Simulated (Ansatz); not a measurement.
`CC1=C(F)C1C` + `OC(=S)S` → `CSC(O)=S` + `CC1=C(F)C1`  (substitution at a C–C bond)

Calculated with Ansatz (gas phase, PBE0-D4/def2-TZVP geometries, no zero-point term in ΔE). CCSD(T)/CBS adds triple-zeta CCSD(T) − MP2 to the extrapolated MP2 energy (def2 sets, frozen cores). DFT in def2-TZVPP. Each species was taken in one conformer, which may not be the lowest.

```tsv
level	ΔE (kcal/mol)
PBE0-D4	3.8
ωB97M-V	4.3
PBE	3.4
HF/def2-QZVPP	5.9
```

Question: What does CCSD(T)/CBS give? (An estimate is asked.)

Answer: Ansatz gave: +3.9 kcal/mol. The listed levels differ from it by -0.1, 0.4, -0.5, 2.0 kcal/mol.

Largest T1 diagnostic among the species: 0.017.

In def2-TZVPP, CCSD(T) changes the Hartree–Fock value by −1.3 kcal/mol (the triples alone add −0.6 kcal/mol) and MP2 by −1.9 kcal/mol.
